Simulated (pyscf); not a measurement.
A first-order saddle from PySCF, ωB97X-D3(BJ)/def2-SVP:

```xyz
10

O     -0.7915     1.0797     0.3949
Si    -1.1436    -0.3799    -0.3054
O      0.2575    -1.0806    -0.7622
O     -2.1294    -0.2392    -1.6041
F     -1.8965    -1.2327     0.8410
H      0.2902     1.5623     0.4493
H      0.2261    -1.7941    -1.4072
H     -3.0277     0.0790    -1.4682
F      0.8541     1.7447     1.5346
H     -0.2654     1.2313     1.4455
```

Surface: singlet, charge 0. Lowest wavenumbers (cm⁻¹): 2193i, 24, 66, 169, 175.

Q: What reaction is this the transition state of?

A: HO–Si(OH)(OH)–F + HF ⇌ HO–Si(OH)(OH)–F + HF, a four-centre exchange read from left to right: H–O, F–H broken and H–O, F–H formed. At ωB97M-D3(BJ)/def2-TZVP it lies +1.48 eV from the left side and +1.48 eV from the right (each side as separated species at their lowest minima found). On the reactant side the descent ends in a complex (not fully relaxed), 0.34 eV under the separated species and 1.85 eV under the saddle at ωB97X-D3(BJ)/def2-TZVP. On the product side the descent ends in a complex, 0.32 eV under the separated species and 1.84 eV under the saddle at ωB97X-D3(BJ)/def2-TZVP. The same reactants have a lower exit, to HO–Si(OH)(F)–F + H₂O (barrier +0.45 eV at ωB97M-D3(BJ)/def2-TZVP, against +1.48 eV here). One saddle was located; it need not be the lowest between these sides.
